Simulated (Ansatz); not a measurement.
**NS (doublet): wave-function methods side by side at distance N1–S2 = 1.173 Å, cc-pVDZ**

How much of the correlation energy of NS (doublet) does each wave-function method recover here?

Method: cc-pVDZ, core rule «outside noble gas», up to 6 orbitals frozen; program: Ansatz 0.2.0, Gaussian basis.

The runs, in order: UHF; CCSD(T) on ROHF; CCSD(T) on UHF; BCCD(T) on ROHF; CISD; CCSDT(Q) on ROHF; CCSDT(Q) on UHF; CASSCF and MRCISD+Q, 3 electrons in 3 orbitals; CASSCF and NEVPT2, 3 electrons in 3 orbitals; CASSCF and MRCISD+Q, 11 electrons in 8 orbitals; CASSCF and NEVPT2, 11 electrons in 8 orbitals.

27 further runs of the same task are left out: 7 for a known fault of the program, 17 that didn't finish, 3 set aside as unsound or not needed.

### 1 What is computed

The geometry derives from a PBE0/def2-TZVP stationary point (not a proven minimum). One bond is set to the value named and the two fragments are kept rigid.

2 atoms, charge 0, spin multiplicity 2.

Atoms are counted from 1 here; the program's logs count them from 0.

Bond lengths: N1–S2 1.173 Å.

In the tables R marks a restricted open-shell determinant and U an unrestricted one; 'valence' is the active space of 11 electrons in 8 orbitals; 'pair' is the active space of 3 electrons in 3 orbitals; energies count from the table's Hartree-Fock row.

### 2 UHF

File in.yaml:

```yaml
crystal:
  periodic: [false, false, false]
  atoms:
    - {symbol: N, position_ang: [0.000000, 0.000000, 0.000000]}
    - {symbol: S, position_ang: [0.000000, 0.000000, 1.173000]}
basis:
  gaussian: {orbitals: cc-pVDZ}
magnetization: {spin_polarized: true, initial_magnetization: 1}
hamiltonian: {xc: hf}
output: {orbitals: {seedname: orbitals}}
```

Run with:

```console
$ ansatz run in.yaml --threads 1 --pin off --events-out ev --progress --plain --max-ram 2393MiB
```

The log of the run:

```text
Functional definition: HF
  name "HF"
  cite "Fock, Z. Phys. 61, 126 (1930) doi:10.1007/BF01340294"
  parent pbe
  exchange = exact_x
  correlation = 0
330 factors; integrals over basis functions are off by at most 9.2e-4 eV
mean field evaluation 1: about -12288.7407 eV, gradient 2.2e1 eV
mean field evaluation 2: about -12288.7531 eV, gradient 2.2e1 eV
mean field evaluation 4: about -12290.7616 eV, gradient 1.6e0 eV
mean field evaluation 8: about -12290.7859 eV, gradient 1.3e-3 eV
mean field evaluation 16: about -12278.6802 eV, gradient 2.1e0 eV
mean field -12290.78594698 eV, -451.6780525575 hartree, gradient 1.2e-5 eV, S^2 0.761907; 0 other end points of the search recorded, 0 dependent functions left out
reference -12290.78594698 eV, -451.6780525575 hartree; 12, 11 occupied and 20, 21 virtual orbitals, 330 factors
Total energy: -12290.78594698 eV, -451.6780525575 hartree
```

Wall time 1.2 s (1 thread of Intel Xeon Platinum 8488C, shared host).

From the report: ⟨S²⟩ of the determinant 0.762 (pure doublet: 0.75).

### 3 CCSD(T) on ROHF

File in.yaml:

```yaml
crystal:
  periodic: [false, false, false]
  atoms:
    - {symbol: N, position_ang: [0.000000, 0.000000, 0.000000]}
    - {symbol: S, position_ang: [0.000000, 0.000000, 1.173000]}
basis:
  gaussian: {orbitals: cc-pVDZ}
magnetization: {spin_polarized: false, initial_magnetization: 1}
correlation: {method: ccsd_t, electrons: outside_noble_gas}
```

Launched as before.

The log of the run, shortened:

```text
Functional definition: HF
  name "HF"
  cite "Fock, Z. Phys. 61, 126 (1930) doi:10.1007/BF01340294"
  parent pbe
[...]
330 factors; integrals over basis functions are off by at most 9.2e-4 eV
[...]
mean field -12290.62627335 eV, -451.6721846599 hartree, gradient 2.2e-6 eV, S^2 0.750000; 2 other end points of the search recorded, 0 dependent functions left out
6 core orbitals not correlated: weight in the atoms' cores, before any rotation towards them, 1.000 or more for the frozen orbitals, at most 0.000 for the correlated occupied ones
reference -12290.62627335 eV, -451.6721846599 hartree; 6, 5 occupied and 20, 21 virtual orbitals, 330 factors
second order -6.82963963 eV of doubles, -0.09868066 eV of singles
cycle   1  -7.10294432 eV  change   -1.7e-1 eV  update   5.5e-2
[...]
cycle   9  -7.32195664 eV  change    5.9e-8 eV  update   5.7e-6
perturbative correction -0.22081911 eV, -0.0081149527 hartree
Total energy: -12298.16904910 eV, -451.9493765560 hartree
```

Wall time 0.54 s (1 thread of Intel Xeon Platinum 8488C, shared host).

From the report: correlation -7.5428 eV; T1 0.013; largest double amplitude 0.08.

### 4 CCSD(T) on UHF

in.yaml: that of step 3 with these lines changed.

```diff
@@ -7,3 +7,3 @@
   gaussian: {orbitals: cc-pVDZ}
-magnetization: {spin_polarized: false, initial_magnetization: 1}
+magnetization: {spin_polarized: true, initial_magnetization: 1}
 correlation: {method: ccsd_t, electrons: outside_noble_gas}
```

Launched as before.

The log of the run, shortened:

```text
Functional definition: HF
  name "HF"
  cite "Fock, Z. Phys. 61, 126 (1930) doi:10.1007/BF01340294"
  parent pbe
[...]
330 factors; integrals over basis functions are off by at most 9.2e-4 eV
[...]
mean field -12290.78594698 eV, -451.6780525575 hartree, gradient 6.7e-6 eV, S^2 0.761907; 1 other end points of the search recorded, 0 dependent functions left out
6 core orbitals not correlated: weight in the atoms' cores, before any rotation towards them, 1.000 or more for the frozen orbitals, at most 0.000 for the correlated occupied ones
reference -12290.78594698 eV, -451.6780525575 hartree; 6, 5 occupied and 20, 21 virtual orbitals, 330 factors
second order -6.68954799 eV of doubles, -0.00000000 eV of singles
cycle   1  -6.94047378 eV  change   -2.5e-1 eV  update   5.6e-2
[...]
cycle   9  -7.17004036 eV  change    4.8e-7 eV  update   5.8e-6
perturbative correction -0.21242905 eV, -0.0078066235 hartree
Total energy: -12298.16841639 eV, -451.9493533042 hartree
```

It took 0.51 s on 1 thread of Intel Xeon Platinum 8488C, shared host.

From the report: ⟨S²⟩ of the determinant 0.762 (pure doublet: 0.75); correlation -7.3825 eV; T1 0.011; largest double amplitude 0.09.

### 5 BCCD(T) on ROHF

File in.yaml:

```yaml
crystal:
  periodic: [false, false, false]
  atoms:
    - {symbol: N, position_ang: [0.000000, 0.000000, 0.000000]}
    - {symbol: S, position_ang: [0.000000, 0.000000, 1.173000]}
basis:
  gaussian: {orbitals: cc-pVDZ}
magnetization: {spin_polarized: false, initial_magnetization: 1}
correlation: {method: bccd_t, electrons: outside_noble_gas}
```

The command is unchanged.

The log of the run, shortened:

```text
Functional definition: HF
  name "HF"
  cite "Fock, Z. Phys. 61, 126 (1930) doi:10.1007/BF01340294"
  parent pbe
[...]
330 factors; integrals over basis functions are off by at most 9.2e-4 eV
[...]
mean field -12290.62627335 eV, -451.6721846599 hartree, gradient 2.2e-6 eV, S^2 0.750000; 2 other end points of the search recorded, 0 dependent functions left out
6 core orbitals not correlated: weight in the atoms' cores, before any rotation towards them, 1.000 or more for the frozen orbitals, at most 0.000 for the correlated occupied ones
reference -12290.62627335 eV, -451.6721846599 hartree; 6, 5 occupied and 20, 21 virtual orbitals, 330 factors
second order -6.82963963 eV of doubles, -0.09868066 eV of singles
cycle   1  -7.11792375 eV  change   -1.9e-1 eV  update   5.5e-2
[...]
cycle   9  -7.31829087 eV  change    8.4e-6 eV  update   1.3e-5
perturbative correction -0.22407875 eV, -0.0082347422 hartree
Total energy: -12298.16864298 eV, -451.9493616313 hartree
```

Run time: 0.63 s. Hardware: 1 thread of Intel Xeon Platinum 8488C, shared host.

From the report: correlation -7.5424 eV; largest double amplitude 0.08.

### 6 CISD

in.yaml: that of step 5 with these lines changed.

```diff
@@ -8,2 +8,2 @@
 magnetization: {spin_polarized: false, initial_magnetization: 1}
-correlation: {method: bccd_t, electrons: outside_noble_gas}
+correlation: {active_space: {ras: {orbitals: [5, 1, 20], electrons: 11, max_holes: 2, max_particles: 2}, fixed_orbitals: true}}
```

The command is unchanged.

The log of the run:

```text
Functional definition: HF
  name "HF"
  cite "Fock, Z. Phys. 61, 126 (1930) doi:10.1007/BF01340294"
  parent pbe
  exchange = exact_x
  correlation = 0
330 factors; integrals over basis functions are off by at most 9.2e-4 eV
mean field evaluation 1: about -12288.7337 eV, gradient 2.8e1 eV
mean field evaluation 2: about -12288.7459 eV, gradient 2.8e1 eV
mean field evaluation 4: about -12290.6118 eV, gradient 1.7e0 eV
mean field evaluation 8: about -12290.6263 eV, gradient 5.6e-4 eV
mean field evaluation 16: about -12290.6258 eV, gradient 2.1e-1 eV
mean field -12290.62627335 eV, -451.6721846599 hartree, gradient 2.2e-6 eV, S^2 0.750000; 2 other end points of the search recorded, 0 dependent functions left out
reference -12290.62627335 eV, -451.6721846599 hartree; 12, 11 occupied and 20, 21 virtual orbitals, 330 factors
state -12297.47192151 eV, -451.9237575897 hartree
Total energy: -12297.47192151 eV, -451.9237575897 hartree
```

It took 1.1 s on 1 thread of Intel Xeon Platinum 8488C, shared host.

From the report: 7,006 determinants.

### 7 CCSDT(Q) on ROHF

in.yaml: that of step 6 with these lines changed.

```diff
@@ -8,2 +8,2 @@
 magnetization: {spin_polarized: false, initial_magnetization: 1}
-correlation: {active_space: {ras: {orbitals: [5, 1, 20], electrons: 11, max_holes: 2, max_particles: 2}, fixed_orbitals: true}}
+correlation: {method: ccsdt_q, electrons: outside_noble_gas}
```

Same command.

The log of the run, shortened:

```text
Functional definition: HF
  name "HF"
  cite "Fock, Z. Phys. 61, 126 (1930) doi:10.1007/BF01340294"
  parent pbe
[...]
590 factors; integrals over basis functions are off by at most 1.9e-7 eV
[...]
mean field -12290.62638808 eV, -451.6721888760 hartree, gradient 2.2e-6 eV, S^2 0.750000; 2 other end points of the search recorded, 0 dependent functions left out
6 core orbitals not correlated: weight in the atoms' cores, before any rotation towards them, 1.000 or more for the frozen orbitals, at most 0.000 for the correlated occupied ones
reference -12290.62638808 eV, -451.6721888760 hartree; 6, 5 occupied and 20, 21 virtual orbitals, 590 factors
second order -6.82965240 eV of doubles, -0.09868068 eV of singles
cycle   1  -7.10295389 eV  change   -1.7e-1 eV  update   6.7e-2
[...]
cycle  14  -7.55252120 eV  change   -1.7e-7 eV  update   6.7e-7
perturbative correction -0.02064375 eV, -0.0007586439 hartree
Total energy: -12298.19955303 eV, -451.9504975549 hartree
```

It took 6 s on 1 thread of Intel Xeon Platinum 8488C, shared host.

From the report: correlation -7.5732 eV; T1 0.013; largest double amplitude 0.09.

### 8 CCSDT(Q) on UHF

in.yaml: that of step 7 with these lines changed.

```diff
@@ -7,3 +7,3 @@
   gaussian: {orbitals: cc-pVDZ}
-magnetization: {spin_polarized: false, initial_magnetization: 1}
+magnetization: {spin_polarized: true, initial_magnetization: 1}
 correlation: {method: ccsdt_q, electrons: outside_noble_gas}
```

Same command.

The log of the run, shortened:

```text
Functional definition: HF
  name "HF"
  cite "Fock, Z. Phys. 61, 126 (1930) doi:10.1007/BF01340294"
  parent pbe
[...]
590 factors; integrals over basis functions are off by at most 1.9e-7 eV
[...]
mean field -12290.78606178 eV, -451.6780567765 hartree, gradient 6.7e-6 eV, S^2 0.761907; 1 other end points of the search recorded, 0 dependent functions left out
6 core orbitals not correlated: weight in the atoms' cores, before any rotation towards them, 1.000 or more for the frozen orbitals, at most 0.000 for the correlated occupied ones
reference -12290.78606178 eV, -451.6780567765 hartree; 6, 5 occupied and 20, 21 virtual orbitals, 590 factors
second order -6.68956056 eV of doubles, -0.00000000 eV of singles
cycle   1  -6.94048392 eV  change   -2.5e-1 eV  update   6.8e-2
[...]
cycle  14  -7.39381859 eV  change    1.2e-7 eV  update   6.9e-7
perturbative correction -0.02003567 eV, -0.0007362973 hartree
Total energy: -12298.19991604 eV, -451.9505108953 hartree
```

Wall time 6 s (1 thread of Intel Xeon Platinum 8488C, shared host).

From the report: ⟨S²⟩ of the determinant 0.762 (pure doublet: 0.75); correlation -7.4139 eV; T1 0.010; largest double amplitude 0.09.

### 9 CASSCF and MRCISD+Q, 3 electrons in 3 orbitals

File in.yaml:

```yaml
crystal:
  periodic: [false, false, false]
  atoms:
    - {symbol: N, position_ang: [0.000000, 0.000000, 0.000000]}
    - {symbol: S, position_ang: [0.000000, 0.000000, 1.173000]}
basis:
  gaussian: {orbitals: cc-pVDZ}
magnetization: {spin_polarized: false, initial_magnetization: 1}
correlation: {method: fic_mrcisd_q, electrons: outside_noble_gas, active_space: {window: {electrons: 3, orbitals: 3}}}
```

Launched as before.

The log of the run, shortened:

```text
Functional definition: HF
  name "HF"
  cite "Fock, Z. Phys. 61, 126 (1930) doi:10.1007/BF01340294"
  parent pbe
[...]
330 factors; integrals over basis functions are off by at most 9.2e-4 eV
[...]
mean field -12290.62627335 eV, -451.6721846599 hartree, gradient 2.2e-6 eV, S^2 0.750000; 2 other end points of the search recorded, 0 dependent functions left out
reference -12290.62627335 eV, -451.6721846599 hartree; 12, 11 occupied and 20, 21 virtual orbitals, 330 factors
state -12291.15949482 eV, -451.6917801875 hartree
contracted CI cycle   1: correlation 0.00000000 eV, 0.0000000000 hartree, residual 2.40e1 eV
contracted CI cycle   2: correlation -6.17082765 eV, -0.2267737335 hartree, residual 4.17e0 eV
contracted CI cycle   3: correlation -6.39316696 eV, -0.2349445522 hartree, residual 1.03e0 eV
contracted CI cycle   4: correlation -6.40937783 eV, -0.2355402907 hartree, residual 3.16e-1 eV
contracted CI cycle   5: correlation -6.41100182 eV, -0.2355999714 hartree, residual 9.93e-2 eV
contracted CI cycle   6: correlation -6.41116113 eV, -0.2356058261 hartree, residual 3.13e-2 eV
contracted CI cycle   7: correlation -6.41117781 eV, -0.2356064388 hartree, residual 1.15e-2 eV
contracted CI cycle   8: correlation -6.41118047 eV, -0.2356065364 hartree, residual 4.88e-3 eV
contracted CI cycle   9: correlation -6.41118090 eV, -0.2356065526 hartree, residual 1.69e-3 eV
contracted CI cycle  10: correlation -6.41118095 eV, -0.2356065542 hartree, residual 4.80e-4 eV
state -12291.15949482 eV, -451.6917801875 hartree; corrected -12298.11418414 eV, -451.9473603060 hartree
Total energy: -12298.11418414 eV, -451.9473603060 hartree
```

It took 0.57 s on 1 thread of Intel Xeon Platinum 8488C, shared host.

From the report: 5 determinants; active occupations 1.96, 1.00, 0.04.

### 10 CASSCF and NEVPT2, 3 electrons in 3 orbitals

in.yaml: that of step 9 with these lines changed.

```diff
@@ -8,2 +8,2 @@
 magnetization: {spin_polarized: false, initial_magnetization: 1}
-correlation: {method: fic_mrcisd_q, electrons: outside_noble_gas, active_space: {window: {electrons: 3, orbitals: 3}}}
+correlation: {method: sc_nevpt2, electrons: outside_noble_gas, active_space: {window: {electrons: 3, orbitals: 3}}}
```

Same command.

The log of the run:

```text
Functional definition: HF
  name "HF"
  cite "Fock, Z. Phys. 61, 126 (1930) doi:10.1007/BF01340294"
  parent pbe
  exchange = exact_x
  correlation = 0
330 factors; integrals over basis functions are off by at most 9.2e-4 eV
mean field evaluation 1: about -12288.7337 eV, gradient 2.8e1 eV
mean field evaluation 2: about -12288.7459 eV, gradient 2.8e1 eV
mean field evaluation 4: about -12290.6118 eV, gradient 1.7e0 eV
mean field evaluation 8: about -12290.6263 eV, gradient 5.6e-4 eV
mean field evaluation 16: about -12290.6258 eV, gradient 2.1e-1 eV
mean field -12290.62627335 eV, -451.6721846599 hartree, gradient 2.2e-6 eV, S^2 0.750000; 2 other end points of the search recorded, 0 dependent functions left out
reference -12290.62627335 eV, -451.6721846599 hartree; 12, 11 occupied and 20, 21 virtual orbitals, 330 factors
state -12291.15949482 eV, -451.6917801875 hartree
state -12291.15949482 eV, -451.6917801875 hartree; corrected -12297.61057460 eV, -451.9288529968 hartree
Total energy: -12297.61057460 eV, -451.9288529968 hartree
```

Run time: 0.45 s. Hardware: 1 thread of Intel Xeon Platinum 8488C, shared host.

From the report: 5 determinants; active occupations 1.96, 1.00, 0.04.

### 11 CASSCF and MRCISD+Q, 11 electrons in 8 orbitals

File in.yaml:

```yaml
crystal:
  periodic: [false, false, false]
  atoms:
    - {symbol: N, position_ang: [0.000000, 0.000000, 0.000000]}
    - {symbol: S, position_ang: [0.000000, 0.000000, 1.173000]}
basis:
  gaussian: {orbitals: cc-pVDZ}
magnetization: {spin_polarized: false, initial_magnetization: 1}
correlation: {method: fic_mrcisd_q, electrons: outside_noble_gas, active_space: {window: {electrons: 11, orbitals: 8}, shells: [{species: "N", l: s, shell: 2}, {species: "N", l: p, shell: 2}, {species: S, l: s, shell: 3}, {species: S, l: p, shell: 3}]}}
```

Launched as before.

The log of the run, shortened:

```text
Functional definition: HF
  name "HF"
  cite "Fock, Z. Phys. 61, 126 (1930) doi:10.1007/BF01340294"
  parent pbe
[...]
590 factors; integrals over basis functions are off by at most 1.9e-7 eV
[...]
mean field -12290.62638808 eV, -451.6721888760 hartree, gradient 2.2e-6 eV, S^2 0.750000; 2 other end points of the search recorded, 0 dependent functions left out
reference -12290.62638808 eV, -451.6721888760 hartree; 12, 11 occupied and 20, 21 virtual orbitals, 590 factors
state -12292.41429890 eV, -451.7378933868 hartree
contracted CI cycle   1: correlation 0.00000000 eV, 0.0000000000 hartree, residual 2.20e1 eV
contracted CI cycle   2: correlation -5.16947821 eV, -0.1899748201 hartree, residual 4.33e0 eV
contracted CI cycle   3: correlation -5.37193005 eV, -0.1974147880 hartree, residual 9.38e-1 eV
contracted CI cycle   4: correlation -5.38210143 eV, -0.1977885794 hartree, residual 2.46e-1 eV
contracted CI cycle   5: correlation -5.38280825 eV, -0.1978145545 hartree, residual 6.30e-2 eV
contracted CI cycle   6: correlation -5.38285314 eV, -0.1978162041 hartree, residual 1.62e-2 eV
contracted CI cycle   7: correlation -5.38285598 eV, -0.1978163087 hartree, residual 3.94e-3 eV
contracted CI cycle   8: correlation -5.38285615 eV, -0.1978163150 hartree, residual 9.08e-4 eV
state -12292.41429890 eV, -451.7378933868 hartree; corrected -12298.16838850 eV, -451.9493522793 hartree
Total energy: -12298.16838850 eV, -451.9493522793 hartree
Checks for a lower state left out: starts, orbital_swaps
```

Wall time 1.8 s (1 thread of Intel Xeon Platinum 8488C, shared host).

From the report: 392 determinants; active occupations 2.00, 1.99, 1.99, 1.99, 1.96, 1.01, 0.05, 0.02.

### 12 CASSCF and NEVPT2, 11 electrons in 8 orbitals

File in.yaml:

```yaml
crystal:
  periodic: [false, false, false]
  atoms:
    - {symbol: N, position_ang: [0.000000, 0.000000, 0.000000]}
    - {symbol: S, position_ang: [0.000000, 0.000000, 1.173000]}
basis:
  gaussian: {orbitals: cc-pVDZ}
magnetization: {spin_polarized: false, initial_magnetization: 1}
correlation: {method: sc_nevpt2, electrons: outside_noble_gas, active_space: {window: {electrons: 11, orbitals: 8}, shells: [{species: "N", l: s, shell: 2}, {species: "N", l: p, shell: 2}, {species: S, l: s, shell: 3}, {species: S, l: p, shell: 3}]}}
```

Same command.

The log of the run:

```text
Functional definition: HF
  name "HF"
  cite "Fock, Z. Phys. 61, 126 (1930) doi:10.1007/BF01340294"
  parent pbe
  exchange = exact_x
  correlation = 0
590 factors; integrals over basis functions are off by at most 1.9e-7 eV
mean field evaluation 1: about -12288.7336 eV, gradient 2.8e1 eV
mean field evaluation 2: about -12288.7460 eV, gradient 2.8e1 eV
mean field evaluation 4: about -12290.6118 eV, gradient 1.7e0 eV
mean field evaluation 8: about -12290.6264 eV, gradient 5.6e-4 eV
mean field evaluation 16: about -12290.6259 eV, gradient 2.1e-1 eV
mean field -12290.62638808 eV, -451.6721888760 hartree, gradient 2.2e-6 eV, S^2 0.750000; 2 other end points of the search recorded, 0 dependent functions left out
reference -12290.62638808 eV, -451.6721888760 hartree; 12, 11 occupied and 20, 21 virtual orbitals, 590 factors
state -12292.41429890 eV, -451.7378933868 hartree
state -12292.41429890 eV, -451.7378933868 hartree; corrected -12297.09720715 eV, -451.9099870908 hartree
Total energy: -12297.09720715 eV, -451.9099870908 hartree
Checks for a lower state left out: starts, orbital_swaps
```

It took 0.99 s on 1 thread of Intel Xeon Platinum 8488C, shared host.

From the report: 392 determinants; active occupations 2.00, 1.99, 1.99, 1.99, 1.96, 1.01, 0.05, 0.02.

### 13 How many determinants matter

Natural occupations of the CASSCF valence state about the gap (report; correlated orbitals 2 to 8): 1.995, 1.985, 1.985, 1.957, 1.014, 0.049, 0.017. The count of effectively unpaired electrons, Σ n²(2 − n)², is 1.02; a single determinant of this spin has 1.

### 14 The ladder

The yardstick is UCCSDT(Q), where the cluster series has nearly closed. Rows without a time come out of other runs: HF, MP2 and CCSD of CCSD(T), CCSDT of CCSDT(Q), CASSCF and MRCISD of the multireference runs.

Differences are taken before rounding.

| method | energy from the lowest RHF (meV) | from UCCSDT(Q) (meV) | time |
| --- | --- | --- | --- |
| RHF | 0.0 | +7573.6 |  |
| UHF | -159.7 | +7414.0 |  |
| RMP2 | -6928.3 | +645.3 |  |
| UMP2 | -6849.2 | +724.4 |  |
| CISD | -6845.6 | +728.0 | 1.1 s |
| RCCSD | -7322.0 | +251.7 |  |
| UCCSD | -7329.7 | +243.9 |  |
| RCCSD(T) | -7542.8 | +30.9 | 0.54 s |
| UCCSD(T) | -7542.1 | +31.5 | 0.51 s |
| BCCD(T) | -7542.4 | +31.3 | 0.63 s |
| RCCSDT | -7552.6 | +21.0 |  |
| UCCSDT | -7553.6 | +20.0 |  |
| RCCSDT(Q) | -7573.3 | +0.4 | 6 s |
| UCCSDT(Q) | -7573.6 | 0 | 6 s |
| CASSCF pair | -533.2 | +7040.4 |  |
| NEVPT2 pair | -6984.3 | +589.3 | 0.45 s |
| MRCISD pair | -6944.4 | +629.2 |  |
| MRCISD+Q pair | -7487.9 | +85.7 | 0.57 s |
| CASSCF valence | -1788.0 | +5785.6 |  |
| NEVPT2 valence | -6470.9 | +1102.7 | 0.99 s |
| MRCISD valence | -7170.9 | +402.8 |  |
| MRCISD+Q valence | -7542.1 | +31.5 | 1.8 s |

Among the levels timed on like hardware and quicker than the yardstick, those that no quicker one beats, quickest first: NEVPT2 pair (0.45 s, +589.3 meV); UCCSD(T) (0.51 s, +31.5 meV); RCCSD(T) (0.54 s, +30.9 meV). Runs this short are mostly start-up, so their order is noise.

### 15 Summary of results

| quantity | value |
| --- | --- |
| UCCSDT(Q) below the RHF energy | -7.5736 eV |
| RMP2 from UCCSDT(Q) | +645.3 meV |
| UMP2 from UCCSDT(Q) | +724.4 meV |
| RCCSD from UCCSDT(Q) | +251.7 meV |
| RCCSD(T) from UCCSDT(Q) | +30.9 meV |
| UCCSD(T) from UCCSDT(Q) | +31.5 meV |
| RCCSDT(Q) from UCCSDT(Q) | +0.4 meV |
| NEVPT2 pair from UCCSDT(Q) | +589.3 meV |
| MRCISD+Q pair from UCCSDT(Q) | +85.7 meV |
| NEVPT2 valence from UCCSDT(Q) | +1102.7 meV |
| levels within 1 kcal/mol (43 meV) | RCCSD(T), UCCSD(T), BCCD(T), RCCSDT, UCCSDT, RCCSDT(Q), MRCISD+Q valence |
| T1 diagnostic | 0.013 |
| effectively unpaired electrons | 1.02 |

What this shows: RCCSD(T) misses by +30.9 meV, 0.4 % of the correlation energy. One determinant dominates. Of the multireference levels listed MRCISD+Q valence comes nearest in total energy (+31.5 meV), which doesn't show that its space is the better one. These misses are within one basis, not against nature; the frozen cores of restricted and unrestricted runs differ, which can shift their rows.
